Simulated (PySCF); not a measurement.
Species: AlClH2.
Cartesian coordinates in Å at the PBE0-D3(BJ)/def2-SVP level; atoms count from 1:
```xyz
4
AlClH2 angstrom
Al    -0.5187   -0.0240    0.0347
Cl     1.5833   -0.1600    0.0298
H     -1.1583    1.4197    0.0434
H     -1.3407   -1.3722    0.0312
```

All values: PBE0/pcSseg-1 and CAM-B3LYP/def2-SVPD (PySCF, non-relativistic), on one gas-phase PBE0-D3(BJ)/def2-SVP geometry that isn't relaxed in the solvent. The solvent is an IEF-PCM continuum (van der Waals radii × 1.2). The model holds no explicit solvent molecules, cavitation or dispersion.

Gas phase at PBE0/pcSseg-1: HOMO -8.63 eV, LUMO -1.74 eV, dipole 1.59 D.

What does the continuum do to the energy, the frontier levels and the dipole at PBE0/pcSseg-1 in benzene and dichloromethane?

```csv
solvent,ε,E(solvent) − E(gas) (kcal/mol),polarisation term (kcal/mol),distortion of the solute (kcal/mol),HOMO (eV),LUMO (eV),dipole (D)
benzene,2.271,-2.38,-2.52,0.14,-8.51,-1.41,1.80
dichloromethane,8.93,-4.53,-5.02,0.49,-8.44,-1.15,1.97
```

The first energy column is the sum of the next two and covers electrostatics alone. From benzene to dichloromethane the lowering changes by a factor 1.90, Onsager's factor (ε − 1)/(2ε + 1) by 1.83 and ε itself by 3.9.

Which radius a makes the point-dipole formula ΔE = −[(ε − 1)/(2ε + 1)]·μ²/a³ give the value in dichloromethane, with the gas-phase dipole?

μ = 0.626 au and |ΔE| = 0.00722 Eh give a = 1.50 Å; the farthest nucleus lies 1.95 Å from the centroid of the nuclei, so such a sphere wouldn't even hold the nuclei. The formula assumes a rigid point dipole at the centre of a sphere.

Give the dipole vector in the frame of the coordinates (D, pointing from negative to positive charge), gas and dichloromethane.

Gas (-1.59, 0.10, 0.00), solvent (-1.97, 0.13, 0.00). Its length changes by +24 % and its direction by less than 1°.

Which ESP-fitted charges (PBE0/pcSseg-1) respond most in benzene (means over atoms taken as equivalent)?

| atoms | environment | gas (e) | solvent (e) | change |
| --- | --- | --- | --- | --- |
| Al1 | aluminium bonded to Cl and 2 H | +0.889 | +0.945 | +0.056 |
| Cl2 | chlorine bonded to Al | -0.354 | -0.384 | -0.030 |
| H3/H4 | Al–H hydrogen | -0.267 | -0.281 | -0.014 |

Which Mayer bond orders change most in benzene?

| bond | length (Å) | gas | solvent | change |
| --- | --- | --- | --- | --- |
| Al1–Cl2 | 2.106 | 0.984 | 0.949 | -0.035 |
| Al1–H3 | 1.579 | 0.899 | 0.896 | -0.003 |
| Al1–H4 | 1.579 | 0.899 | 0.896 | -0.003 |

How do the nuclear quadrupole coupling constants eQVzz/h respond in benzene?

| nucleus | Q (barn) | gas (MHz) | solvent (MHz) | η gas | η solvent |
| --- | --- | --- | --- | --- | --- |
| 27Al at Al1 | 0.1466 | 44.40 | 44.14 | 0.57 | 0.59 |
| 35Cl at Cl2 | -0.0817 | -24.81 | -24.34 | 0.56 | 0.50 |

Gas phase at CAM-B3LYP/def2-SVPD: HOMO -9.99 eV, LUMO -0.76 eV, dipole 1.42 D.

What does the continuum do to the energy, the frontier levels and the dipole at CAM-B3LYP/def2-SVPD in benzene and dichloromethane?

```json
{"solvent": "benzene", "ε": "2.271", "E(solvent) − E(gas) (kcal/mol)": "-2.31", "polarisation term (kcal/mol)": "-2.45", "distortion of the solute (kcal/mol)": "0.14", "HOMO (eV)": "-9.87", "LUMO (eV)": "-0.43", "dipole (D)": "1.64"}
{"solvent": "dichloromethane", "ε": "8.93", "E(solvent) − E(gas) (kcal/mol)": "-4.41", "polarisation term (kcal/mol)": "-4.95", "distortion of the solute (kcal/mol)": "0.54", "HOMO (eV)": "-9.80", "LUMO (eV)": "-0.18", "dipole (D)": "1.83"}
```

How does the static polarisability (CAM-B3LYP/def2-SVPD, frozen core, with the continuum's full static response) change?

```csv
medium,isotropic (au),principal values (au),⟨r²⟩ of the electrons (bohr²)
gas,42.0,"35.6, 41.6, 49.0",216.7
benzene,47.6,"40.1, 47.6, 54.9",217.0
dichloromethane,53.4,"45.5, 54.3, 60.5",217.3
```

The isotropic value in dichloromethane is 1.27 times the gas-phase one; no cavity-field correction is applied. ⟨r²⟩ is taken about the centre of nuclear charge.
